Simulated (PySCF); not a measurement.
All numbers come from PBE0 in PySCF with Si def2-TZVP, H def2-TZVP; no relativity; density-fitted integrals.

Each entry is the lowest minimum that a search over a few typed start shapes (and spin states, where more than one is plausible) found, or that minimum re-optimised at the stated level; isomers with ligand–ligand bonds, or fragments after loss of a ligand pair, can lie lower. Open shells are unrestricted.

SiH₃ is a doublet of C3v symmetry with Si–H 1.486 Å (×3); H–Si–H 111.2° (×3). Its wavenumbers are 747, 927 (×2), 2203, 2242 (×2) cm⁻¹.

Problem. What changes when one electron is removed, giving SiH₃⁺?

Solution. It costs 8.21 eV between the minima (8.23 eV with zero-point energy). SiH₃⁺ is a singlet of D3h symmetry with Si–H 1.472 Å (×3); H–Si–H 120.0° (×3); wavenumbers 836, 934 (×2), 2270, 2349 (×2) cm⁻¹.
